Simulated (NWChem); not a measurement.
System: CN, doublet; SMILES [C]#N

```xyz
2

C      0.0000     0.0000    -0.6247
N      0.0000     0.0000     0.5354
```
Atoms are numbered in this order, from 1.

Program: NWChem. Spin-unrestricted. Structure relaxed at the PBE0-D3(BJ)/def2-TZVP, spin-unrestricted level. No stability test was run on the SCF state. Total energies compare along this basis series because the functional is fixed.

```
level             basis functions  energy (Ha)  highest occupied level (eV)  lowest empty minus highest occupied level, either spin (eV)  dipole (D)   <S²>
----------------  ---------------  -----------  ---------------------------  -----------------------------------------------------------  ----------  -----
PBE0/pcseg-1                   28     -92.5822                       -10.86                                                         4.47        1.51  0.762
PBE0/aug-pcseg-1               46     -92.5861                       -10.86                                                   (withheld)        1.50  0.763
PBE0/pcseg-2                   60     -92.6320                       -10.85                                                         4.46        1.52  0.763
PBE0/STO-3G                    10     -91.4056                        -9.07                                                         5.48        1.13  0.760
PBE0/def2-SVP                  28     -92.5256                       -10.77                                                         4.54        1.46  0.764
```

Q: Complete the blanks.

A: 
- PBE0/aug-pcseg-1, lowest empty minus highest occupied level, either spin (eV): 4.40
